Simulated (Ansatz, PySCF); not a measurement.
Gas-phase reaction in SMILES: [SiH4] (SiH4) -> [SiH4] (SiH4) as triplet, charge 0 (to the triplet)

Quantity: adiabatic triplet-singlet gap, E(triplet) - E(singlet) (0 K, with zero-point energies), in eV. Terms: 6-311+G** with 5d, 6d on Na to Ar in Ansatz (a quantum-chemistry and plane-wave program); UHF or UKS for open shells; non-relativistic; valence correlation only; 6-31G* and kin with 6d, 5d where marked; LANL2DZ with its own core potentials from Na on; no dispersion term unless named; no spin-orbit coupling. Ab initio and DFT rows: single points at B3LYP-D3(BJ) geometries (Ansatz), with unscaled harmonic terms from B3LYP/6-31G* at its own minima. Levels can end on unlike triplets.

| level | program | adiabatic triplet-singlet gap, E(triplet) - E(singlet) (0 K, with zero-point energies) (eV) |
|---|---|---|
| PBE/STO-3G | Ansatz | 5.65 |
| PBE/6-311+G** | Ansatz | 3.86 |
| B3LYP/3-21G | Ansatz | 4.22 |
| B3LYP/6-31G | Ansatz | 4.17 |
| B3LYP/6-31G* | Ansatz | 4.20 |
| B3LYP/6-31G** | Ansatz | 4.20 |
| B3LYP/6-311+G** | Ansatz | 4.20 |
| PBE0/6-31G* | Ansatz | 4.10 |
| M06-2X/6-31G* (5d) | PySCF | 4.35 |
| M06-2X/6-311+G** | PySCF | 4.35 |
| MP2/STO-3G | Ansatz | 6.37 |
| MP2/LANL2DZ | Ansatz | 4.56 |
| B3PW91/6-31G* (5d) | PySCF | 4.12 |
| wB97X-V/def2-TZVPD | Ansatz | 4.46 |

No value to compare with is used here. The 13 habitual levels span 3.86 (PBE/6-311+G**) to 6.37 eV (MP2/STO-3G); wB97X-V/def2-TZVPD gives 4.46.

The levels are drawn from those run, B3LYP/6-31G* more often than the rest, none by its result; runs whose electronic state is in doubt are left out.
